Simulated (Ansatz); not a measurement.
Geometry optimisation, RKS revPBE/def2-SVP in Ansatz 0.2.0.

Input file:

```yaml
crystal:
  periodic: [false, false, false]
  atoms:
    - { symbol: Si, position_ang: [0.0, 0.0, 0.0] }
    - { symbol: F, position_ang: [0.0, 0.0, 1.94] }
    - { symbol: H, position_ang: [1.3768, 0.0, -0.4862] }
    - { symbol: H, position_ang: [-0.6877, 1.1914, -0.4862] }
    - { symbol: H, position_ang: [-0.6877, -1.1914, -0.4862] }
    - { symbol: P, position_ang: [-2.3535, 0.0, 0.782] }
    - { symbol: H, position_ang: [-3.1199, -0.8853, -0.0213] }
    - { symbol: H, position_ang: [-2.4033, -0.4268, 2.1354] }
    - { symbol: H, position_ang: [-1.1633, 0.0, 1.8666] }
basis:
  gaussian: { orbitals: def2-SVP }
hamiltonian:
  xc: revpbe
relax:
  f_tol: 0.15
  max_steps: 25
  restrain:
    - { distance: [0, 5], at: 2.18, k: 30.0 }
    - { distance: [8, 1], at: 0.92, k: 30.0 }
    - { distance: [0, 1], at: 2.79, k: 30.0 }
    - { distance: [8, 5], at: 2.62, k: 30.0 }
output:
  orbitals: {}
```

Run as:

```bash
$ ansatz run input.yaml --threads 1 --pin off --max-ram 2048MiB --backend cpu --events-out ev --progress --plain --runs-dir out
```

Where does it end, and by what steps?

The run converged. The restraints hold the end off the free minimum. After 21 steps the energy has fallen by 3.671 eV (the restraints' own energy left out); H8 moved furthest, 1.84 Å. Joined: F2–H9 (1.17 → 0.93 Å).

```tsv
step	energy less start (eV)	largest force component (eV/Å)	accepted
0	0.0000	2.938	yes
1	-0.3492	2.750	yes
2	-0.3627	3.878	yes
3	-0.8885	3.748	yes
4	-1.9893	2.344	yes
5	-2.5878	1.464	yes
6	-2.9191	1.280	yes
7	-3.1069	1.319	yes
8	-3.1680	1.523	yes
9	-3.2304	1.423	yes
10	-3.2992	1.399	yes
11	-3.2934	1.283	yes
12	-3.3977	1.240	yes
13	-3.4568	1.230	yes
14	-3.5340	1.008	yes
15	-3.5994	1.017	yes
16	-3.6408	1.030	yes
17	-3.6574	0.975	yes
18	-3.6637	1.053	yes
19	-3.6509	0.938	no
20	-3.6681	0.988	yes
21	-3.6711	0.975	yes
```

```xyz
9
Properties=species:S:1:pos:R:3
Si -0.514 -0.227 -0.205
F 0.240 1.103 2.144
H 0.701 -0.866 0.399
H -0.306 1.232 -0.488
H -0.770 -0.907 -1.531
P -2.243 -0.480 1.158
H -3.257 -0.256 0.163
H -2.294 -1.913 1.055
H -0.594 1.001 2.549
```

Run time: 58 s on 1 thread of Arm Neoverse V1 (shared host), peak memory 0.14 GiB.
